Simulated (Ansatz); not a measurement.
Results of PBEsol (PAW; Ansatz, a quantum-chemistry and plane-wave program) for tetradymite Bi₂Se₃.

Numerical settings: plane-wave cutoff 520 eV, 10×10×10 k mesh, Fermi–Dirac smearing 0.01 eV, scalar-relativistic PAW data made under PBE.

Properties against volume:

Shape and atoms are relaxed at each volume.

```json
[
 {"V (Å³/atom)": "27.048", "P (GPa)": "1.59", "direct gap at Γ (eV)": "0.001", "c (Å)": "27.900", "a (Å)": "4.098"},
 {"V (Å³/atom)": "27.611", "P (GPa)": "0.70", "direct gap at Γ (eV)": "0.052", "c (Å)": "28.235", "a (Å)": "4.116"},
 {"V (Å³/atom)": "28.175", "P (GPa)": "0.00", "direct gap at Γ (eV)": "0.121", "c (Å)": "28.606", "a (Å)": "4.130"},
 {"V (Å³/atom)": "28.738", "P (GPa)": "-0.49", "direct gap at Γ (eV)": "0.209", "c (Å)": "29.036", "a (Å)": "4.140"},
 {"V (Å³/atom)": "29.302", "P (GPa)": "-0.74", "direct gap at Γ (eV)": "0.320", "c (Å)": "29.541", "a (Å)": "4.145"}
]
```

Measured, for comparison: band gap 0.3 eV (temperature not stated, no zero-point or thermal correction; as tabulated in Park and Ryu (2016), arXiv:1610.06451).

Note: the cell comes from a level without a dispersion term, which matters for the spacing of layers, chains or molecules; the bulk modulus comes from volumes at which shape and atoms were relaxed.

Spin–orbit coupling is not included; it can close the smallest gap of 0.12 eV.
